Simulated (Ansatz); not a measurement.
**AlC2+ (triplet): the correlation ladder, def2-QZVPP**

An exercise on one series of results from a longer session: the logs are not shown, and one member is left open.

Computed with Ansatz 0.2.0, Gaussian basis. Level: def2-QZVPP, core rule «outside noble gas», up to 7 orbitals frozen.

The runs, in order: UHF; ROHF; CCSD(T) on UHF.

2 further runs of the same task are left out: 2 set aside as unsound or not needed.

**The system**

The geometry is a PBE0/def2-TZVP stationary point (not a proven minimum) of the parent state, kept for this charge and spin.

3 atoms, charge 1, spin multiplicity 3.

Atoms are counted from 1 here; the program's logs count them from 0.

Bond lengths: Al1–C2 1.883 Å, C2–C3 1.244 Å. Angles: Al1–C2–C3 180.0°.

The first run:

File in.yaml:

```yaml
crystal:
  periodic: [false, false, false]
  atoms:
    - {symbol: Al, position_ang: [0.000000, 0.000000, 1.669700]}
    - {symbol: C, position_ang: [0.000000, 0.000000, -0.212900]}
    - {symbol: C, position_ang: [0.000000, 0.000000, -1.456800]}
basis:
  gaussian: {orbitals: "def2-QZVPP.json"}
total_charge: 1
magnetization: {spin_polarized: true, initial_magnetization: 2}
hamiltonian: {xc: hf}
output: {orbitals: {seedname: orbitals}}
```

Command:

```sh
> ansatz run in.yaml --threads 1 --pin off --events-out ev --progress --plain --max-ram 4096MiB --backend cpu
```

Steps of the session up to this table: UHF; ROHF; CCSD(T) on UHF.

One of the session's tables, all rows but one given; the rest of the session is left out.

| method | from UCCSD(T) (meV) |
| --- | --- |
| ROHF | +9172.7 |
| UHF | +8633.7 |
| UMP2 | +1536.4 |
| UCCSD | ? |
| UCCSD(T) | 0 |

**Question.** Estimate the row for UCCSD.

The run gave: from UCCSD(T) (meV): +536.2. In the column «from UCCSD(T) (meV)» it lies between UCCSD(T) (0) and UMP2 (+1536.4).

To keep in mind: The determinant is far from a pure spin state, so its energy mixes those of several spin states (harmless only where they are near-degenerate, as at dissociation).
